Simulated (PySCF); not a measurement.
Structure from 2D NMR

Compound of formula C₄H₉N. Correlations simulated from computed shifts and couplings:

HSQC (one-bond C–H):
```tsv
δH	δC	¹J(C,H) (Hz)
2.40	36.9	138
1.76	32.2	170
0.37	8.7	168
0.34	8.7	170
```

COSY cross peaks (|J| ≥ 2 Hz):
```tsv
δH	δH	abs. J (Hz)	bonds
1.76	0.37	7.2	3
1.76	0.34	3.7	3
0.37	0.34	6.9	3
```

HMBC (two and three bonds, |J| ≥ 2.5 Hz):
```tsv
δH	δC [abs. J in Hz]
2.40	32.2 [6.4]
1.76	36.9 [2.7]
0.34	32.2 [3.2]
```

- geometry from PBE0-D3(BJ)/def2-SVP
- shielding tensors at PBE0/pcSseg-1 (GIAO)
- spin–spin couplings from B3LYP/pcJ-1 (spin–dipole term only in couplings to heteroatoms)
- code: PySCF 2.14
- no solvent model, no relativistic terms, averaged over atoms made equivalent by symmetry, fast rotation or ring inversion, a single conformation

Shifts are taken against calculated references (same method and geometry level): ¹H (σref 31.27) and ¹³C (σref 184.41) against TMS.

Exchangeable hydrogens are left out of these lists, and C,H couplings along chains are those of one rotamer, so weak HMBC peaks may be missing or extra.

Q: Which molecule is this?

A: `CNC1CC1`.

Atoms are numbered as in `[CH3:1][NH:2][CH:3]1[CH2:4][CH2:5]1` (H(Xn): hydrogen on atom n). Ha(C4), Ha(C5) are cis to N2 on the ring; Hb(C4), Hb(C5) are trans to N2 on the ring.

1. δC 36.9 is C1, a methyl carbon bonded to N (δH 2.40).
2. δC 32.2 is C3, a three-membered-ring carbon (δH 1.76).
3. δC 8.7 is C4/C5, a three-membered-ring carbon (δH 0.37, 0.34).
4. COSY links 1.76–0.37, 1.76–0.34, 0.37–0.34.

OH and NH positions are those of a molecule without intermolecular hydrogen bonds; in solution they move with solvent, concentration and temperature, and exchange usually removes their couplings. Unscaled 3J(H,H) at this level run about 10 % above measured values. Shifts are as computed. Against solution values, carbons near 30 ppm lie about +2 ppm off and those near 130 ppm about +5 ppm. Of 1211 compounds with measured shifts, 218 miss one by over three times the rms of a fit or turn the order of signals round; such compounds aren't used in these exercises.
